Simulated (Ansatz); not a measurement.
Input file:

```yaml
crystal:
  periodic: [false, false, false]
  atoms:
    - {symbol: P, position_ang: [0.000000, 0.000000, 2.203300]}
    - {symbol: Ga, position_ang: [0.000000, 0.000000, 0.000000]}
    - {symbol: P, position_ang: [0.000000, 0.000000, -2.203300]}
basis:
  gaussian: {orbitals: 6-31G}
magnetization: {spin_polarized: true, initial_magnetization: 3}
hamiltonian: {xc: hf}
output: {forces: true, orbitals: {seedname: orbitals}}
```

```sh
$ ansatz run in.yaml --threads 1 --pin off --events-out ev --progress --plain --max-ram 2393MiB
```

The program prints:

```
530 factors; integrals over basis functions are off by at most 1.5e-4 eV
mean field evaluation 1: about -70864.8175 eV, gradient 8.4e0 eV
mean field evaluation 2: about -70864.8551 eV, gradient 8.5e0 eV
mean field evaluation 4: about -70865.9961 eV, gradient 2.2e0 eV
mean field evaluation 8: about -70866.2221 eV, gradient 1.9e-1 eV
mean field evaluation 16: about -70862.1614 eV, gradient 1.1e1 eV
mean field evaluation 32: about -70864.6263 eV, gradient 4.4e0 eV
mean field evaluation 64: about -70863.0117 eV, gradient 1.1e1 eV
mean field evaluation 96: about -70865.7850 eV, gradient 1.3e0 eV
mean field evaluation 128: about -70865.7855 eV, gradient 4.7e0 eV
mean field -70866.22348186 eV, -2604.2856781069 hartree, gradient 4.1e-5 eV, S^2 4.116187; 0 other end points of the search recorded, 0 dependent functions left out
the calculation of the forces begins
reference -70866.22348186 eV, -2604.2856781069 hartree; 32, 29 occupied and 23, 26 virtual orbitals, 530 factors
Total energy: -70866.22348186 eV, -2604.2856781069 hartree
Atom 0 at     0.000000     0.000000     2.203300 Å, force    -0.000000     0.000000     1.261563 eV/Å
Atom 1 at     0.000000     0.000000     0.000000 Å, force     0.000000    -0.000000     0.000000 eV/Å
Atom 2 at     0.000000     0.000000    -2.203300 Å, force    -0.000000     0.000000    -1.261563 eV/Å
Dipole moment:     0.000000    -0.000000    -0.000000 e Å
```

Forces (eV/Å):
```
P    0.000  0.000  1.262
Ga   0.000  0.000  0.000
P    0.000  0.000 -1.262
```

Ran on 1 thread of Intel Xeon, shared host: 12 s wall, 0.14 GiB peak host memory.
